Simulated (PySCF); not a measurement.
Bond curve of LiF⁻

Set-up: basis Li aug-cc-pVDZ, F aug-cc-pVDZ; no relativity; PySCF 2.14. Energies in eV from Li + F⁻ in their ground configurations at the same level. State: ²Σ⁺ (doublet), unpaired electrons σ ↑.

```json
{"R (Å)": "1.409", "CAM-B3LYP": "-2.390", "TPSS": "-2.300", "PBE0": "-2.397"}
{"R (Å)": "1.475", "CAM-B3LYP": "-2.633", "TPSS": "-2.556", "PBE0": "-2.645"}
{"R (Å)": "1.541", "CAM-B3LYP": "-2.767", "TPSS": "-2.702", "PBE0": "-2.783"}
{"R (Å)": "1.590", "CAM-B3LYP": "-2.814", "TPSS": "-2.758", "PBE0": "-2.832"}
{"R (Å)": "1.639", "CAM-B3LYP": "-2.825", "TPSS": "-2.778", "PBE0": "-2.846"}
{"R (Å)": "1.688", "CAM-B3LYP": "-2.810", "TPSS": "-2.772", "PBE0": "-2.833"}
{"R (Å)": "1.754", "CAM-B3LYP": "-2.759", "TPSS": "-2.732", "PBE0": "-2.784"}
{"R (Å)": "1.836", "CAM-B3LYP": "-2.662", "TPSS": "-2.647", "PBE0": "-2.689"}
{"R (Å)": "1.934", "CAM-B3LYP": "-2.516", "TPSS": "-2.515", "PBE0": "-2.546"}
{"R (Å)": "2.065", "CAM-B3LYP": "-2.300", "TPSS": "-2.315", "PBE0": "-2.332"}
```

Question: Put a parabola through the three lowest points of the CAM-B3LYP curve and estimate Re, k and ωe (reduced mass 5.124 u; 1 eV/Å² = 0.16022 mdyn/Å; ωe = 1302.8·√(k/μ) cm⁻¹).

Answer: Through R = 1.59, 1.639, 1.688 Å the second-order coefficient is 5.41 eV/Å², so Re ≈ 1.635 Å, k ≈ 1.73 mdyn/Å and ωe ≈ 758 cm⁻¹. A polynomial fit of higher order to the unrounded CAM-B3LYP energies gives Re = 1.634 Å, k = 1.82 mdyn/Å, ωe = 777 cm⁻¹; anharmonicity and rounding make the difference.

The higher-order fit for each curve: CAM-B3LYP: Re = 1.634 Å, ωe = 777 cm⁻¹, De = 2.83 eV; TPSS: Re = 1.650 Å, ωe = 748 cm⁻¹, De = 2.78 eV; PBE0: Re = 1.638 Å, ωe = 772 cm⁻¹, De = 2.85 eV.

For an ion De counts to the pair picked by the measured ionisation energies or electron affinities, which need not be the lowest pair at this level. Counting both spins, an empty level lies below a filled one in some of these solutions, because spin and occupation are held. The highest Kohn–Sham level is positive in this anion. Much of that is self-interaction error, but it also means that the finite basis helps to hold the extra electron. The state was picked by a PBE0 search and need not be the measured ground state.
